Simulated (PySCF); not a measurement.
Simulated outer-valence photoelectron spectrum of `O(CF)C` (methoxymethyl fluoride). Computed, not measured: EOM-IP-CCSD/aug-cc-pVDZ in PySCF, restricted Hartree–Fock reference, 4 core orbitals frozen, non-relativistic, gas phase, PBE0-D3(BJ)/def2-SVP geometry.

Each root has a Gaussian of 0.3 eV full width with its one-hole share as area; cross sections and vibrations are left out, and the highest printed point is 100.

(ionisation energy (eV), intensity): (10.6, 3), (10.8, 44), (11.0, 52), (11.2, 5), (11.4, 0), (11.6, 0), (11.8, 8), (12.0, 59), (12.2, 36), (12.4, 2), (12.6, 0), (12.8, 0), (13.0, 12), (13.2, 63), (13.4, 29), (13.6, 1), (13.8, 0), (14.0, 2), (14.2, 35), (14.4, 59), (14.6, 8), (14.8, 3), (15.0, 42), (15.2, 56), (15.4, 45), (15.6, 56), (15.8, 7), (16.0, 0), (16.2, 0), (16.4, 0), (16.6, 0), (16.8, 0), (17.0, 0), (17.2, 0), (17.4, 2), (17.6, 36), (17.8, 100), (18.0, 63), (18.2, 6)

Task: Where are the maxima, and how many lines lie under the curve?

Result: 7 maxima, at 10.9, 12.1, 13.2, 14.3, 15.1, 15.5 and 17.8 eV, from 8 lines. At this width some lines have no maximum of their own.

Task: List the lines with their holes.

Result: 
| E (eV) | leading hole (HF orbital) | area | Koopmans (eV) |
| --- | --- | --- | --- |
| 10.91 | HOMO | 0.95 | 12.52 |
| 12.06 | HOMO-1 | 0.96 | 13.45 |
| 13.24 | HOMO-2 | 0.96 | 14.48 |
| 14.34 | HOMO-3 | 0.95 | 16.22 |
| 15.12 | HOMO-4 | 0.95 | 16.66 |
| 15.53 | HOMO-5 | 0.95 | 17.22 |
| 17.75 | HOMO-6 | 0.95 | 19.49 |
| 17.92 | HOMO-7 | 0.94 | 19.91 |

The widest gap, 2.22 eV, lies between 15.53 and 17.75 eV. Only orbitals with −ε under 21 eV, eight at most, were ionised, so the high end of the curve may lack lines.

Conformer computed: `[CH3:1][O:2][CH2:3][F:4]`: C1–O2–C3–F4 68°.

One conformer stands for the species.
